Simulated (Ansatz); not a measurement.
Species: isobutane, C₄H₁₀, net charge 0, singlet state. SMILES: CC(C)C
Geometry: optimised at B3LYP-D3(BJ)/def2-TZVP (Ansatz, a quantum-chemistry and plane-wave program).

Quantity: atomisation energy (electronic, to ground-state atoms), in eV. Valence correlation only, unless marked. UHF or UKS for open shells. Spin-orbit coupling is left out. No relativistic terms. The coupled-cluster limit lacks core correlation, which all-electron functionals hold. CBS(X,Y): correlation extrapolated as X^-3; Hartree-Fock from the larger set. The bracket is a focal-point correction in the basis named.

| level | program | atomisation energy (eV) |
|---|---|---|
| HF/6-31G* | Ansatz | 43.35 |

**Question.** Predict the RI-MP2/CBS(cc-pVTZ,cc-pVQZ)+[CCSD(T)-MP2]/cc-pVTZ result (Ansatz).

**Answer.** 56.50 eV
